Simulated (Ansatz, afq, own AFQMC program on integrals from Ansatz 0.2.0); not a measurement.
Two steps: Ansatz 0.2.0 writes the Fock matrix and Cholesky factors of the valence space, and afq projects on them the lowest state that overlaps trial and start.

```yaml
crystal:
  periodic: [false, false, false]
  atoms:
    - {symbol: N, position_ang: [0.000000, 0.000000, 0.000000]}
    - {symbol: C, position_ang: [0.000000, 0.000000, 1.339482]}
basis:
  gaussian: {orbitals: 6-31G}
magnetization: {spin_polarized: true, initial_magnetization: 3}
correlation: {method: ccsd_t, electrons: outside_noble_gas, hamiltonian_folder: ham}
```

```sh
$ ansatz run in.yaml --threads 1 --pin off --events-out ev --progress --plain --max-ram 24576MiB --backend cuda --devices 0, --max-vram 18GiB
```

afq runs on the folder ham with

```
--method phaseless --trial hf --walkers 4000 --populations 20 --least-time 40 --time-step 0.005 --steps-per-block 20 --equilibration-blocks 112 --max-blocks 4000 --target-error 0.0009000 --factor-cut 1e-05 --start spin_pure --seed 7294 --taylor-order 6
```

Times are imaginary, in 1/Eh. The walk had a cap of 49 s. With eight or more populations the least sampling time is a fifth of least-time, and the error comes from their spread.

```
orbitals 16  electrons 6 3  factors 95 of 259
reference energy -92.02902409 Eh
CCSD correlation -0.15682315 Eh in 21 cycles, weight of the determinant in the CISD state 0.6449
energy of the start -92.041599 Eh
 block  time / (1/Eh)  mean weight  energy / Eh
     1     0.100  1.0006  -92.068858
     2     0.200  1.0010  -92.090209
     3     0.300  1.0007  -92.106204
     4     0.400  1.0008  -92.120395
     5     0.500  1.0007  -92.129441
     8     0.800  1.0005  -92.148095
    12     1.200  1.0002  -92.161625
    45     4.500  1.0000  -92.184181
    56     5.600  0.9998  -92.175882
    78     7.800  1.0002  -92.186537
   111    11.100  0.9998  -92.181453
   144    14.400  0.9996  -92.184874
   177    17.700  1.0004  -92.179711
   210    21.000  1.0000  -92.190627
   243    24.300  1.0000  -92.189529
   276    27.600  1.0002  -92.192646
   309    30.900  1.0000  -92.186011
   342    34.200  1.0000  -92.193608
   375    37.500  0.9999  -92.194492
   386    38.600  0.9995  -92.199954
   408    40.800  1.0000  -92.192034
   441    44.100  1.0001  -92.193206
   452    45.200  1.0000  -92.189546
error from the spread of 20 populations
energy -92.191017 +/- 0.000870 Eh
(rows thinned)
```

Task: Estimate how long the walk took on 1 × NVIDIA H100 80GB HBM3 with 2 threads of AMD EPYC 7R13 Processor (Zen 3) (shared host) (the card was shared).

Result: 31 s of wall time.

The run passed its tests (sampling time, drift between the halves within three errors, error under three times the target), which doesn't prove that it has relaxed. The second half of the sampling lies below the first by 2.0 errors of their difference, so the energy may still be moving and its error bar be too small.

Against this walk (error 23.7 meV) on the same determinant: CCSD(T) 199.5 meV lower, CCSDT(Q) 489.5 meV lower, CCSDTQ 442.7 meV lower, full CI 444.7 meV lower, a separate phaseless walk with a CISD trial and standard settings 259.2 ± 24.4 meV lower. The error is statistical and leaves out the bias of the constraint. The determinant has ⟨S²⟩ = 4.18, so the low cluster orders mix in higher spin, while the walk starts as a pure quartet. Full CI is exact here, so the walk's 445 meV above it is the walk's own error: the bias of the constraint with this trial, or a walk that hasn't relaxed. The determinant is a poor start (see the cautions), so the low cluster orders aren't to be relied on, and full CI is the sure value.

Cautions: constraint bias not in the error; lower spins were not checked; strong correlation (T1 0.087, weight of the determinant 0.64, largest double 0.44); (T) is large, 8 % of the CCSD correlation; unrestricted determinant spin contaminated (⟨S²⟩ 4.18 against 3.75); CCSD(T) is in doubt: in a space of 9 electrons in 9 natural orbitals full CI lies 85 meV below it; the CCSDT(Q) amplitudes may be one of several solutions (largest double 1.01); the CCSDTQ amplitudes may be one of several solutions (largest double 1.04); the determinant fills πx and πy unequally, so it mixes two states of the linear molecule, and each level undoes that mixture to a different degree, while full CI gives the lower state.

CCSDT and higher add their correlation energy to the determinant of the CCSD(T) run, since their own runs factorise the integrals more tightly (a shift of under 2 meV).
